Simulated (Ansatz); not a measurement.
Total energies of C₄H₈Cl₂ (`ClCCCCCl`).

```json
{"atom": "Cl1", "x (Å)": "1.584", "y (Å)": "0.286", "z (Å)": "2.420"}
{"atom": "C2", "x (Å)": "0.662", "y (Å)": "-0.974", "z (Å)": "1.545"}
{"atom": "C3", "x (Å)": "0.434", "y (Å)": "-0.615", "z (Å)": "0.097"}
{"atom": "C4", "x (Å)": "-0.434", "y (Å)": "0.615", "z (Å)": "-0.097"}
{"atom": "C5", "x (Å)": "-0.662", "y (Å)": "0.974", "z (Å)": "-1.545"}
{"atom": "Cl6", "x (Å)": "-1.585", "y (Å)": "-0.286", "z (Å)": "-2.420"}
{"atom": "H7", "x (Å)": "-0.280", "y (Å)": "-1.093", "z (Å)": "2.083"}
{"atom": "H8", "x (Å)": "1.239", "y (Å)": "-1.892", "z (Å)": "1.640"}
{"atom": "H9", "x (Å)": "1.400", "y (Å)": "-0.475", "z (Å)": "-0.397"}
{"atom": "H10", "x (Å)": "-0.044", "y (Å)": "-1.477", "z (Å)": "-0.382"}
{"atom": "H11", "x (Å)": "-1.400", "y (Å)": "0.475", "z (Å)": "0.398"}
{"atom": "H12", "x (Å)": "0.044", "y (Å)": "1.477", "z (Å)": "0.381"}
{"atom": "H13", "x (Å)": "0.279", "y (Å)": "1.092", "z (Å)": "-2.083"}
{"atom": "H14", "x (Å)": "-1.239", "y (Å)": "1.892", "z (Å)": "-1.640"}
```

Total charge 0; spin multiplicity 1. Geometry: relaxed with PBE0-D4/def2-TZVP. It is one conformer, not always the lowest. Basis def2-TZVPP, Ansatz.

RPA on PBE orbitals: Hartree–Fock energy of these orbitals -1075.15900 Eh, correlation -1.78660 Eh (frozen core).

```
             functional  energy without D4 (Eh)  D4 term (kJ/mol)
            LDA (SPW92)             -1073.27598                 –
                    PBE             -1077.13947             -31.6
                 revPBE             -1077.51721            -102.6
                   BLYP             -1077.63382             -69.9
                 r2SCAN             -1077.57783              -8.3
                 B97M-V             -1077.50456                 –
                   PBE0             -1077.24303             -26.7
                  B3LYP             -1077.77378             -50.4
                r2SCANh             -1077.57044              -8.7
                r2SCAN0             -1077.56058              -9.6
HSE06 (plane-wave form)             -1077.21767             -24.8
                  BHLYP             -1077.63472             -36.0
              CAM-B3LYP             -1077.67229             -26.9
                LC-ωPBE             -1077.39357                 –
                ωB97X-V             -1077.56217                 –
                ωB97M-V             -1077.60541                 –
                 B2PLYP             -1077.32567                 –
               PBE-QIDH             -1077.05729                 –
```

B3LYP takes the VWN-RPA correlation (the form of Gaussian; ORCA's B3LYP/G). HSE06 is the plane-wave form, built on full-range PBE exchange. The double hybrids freeze the cores in their second-order part.

LC-ωPBE has ω = 0.4 bohr⁻¹.
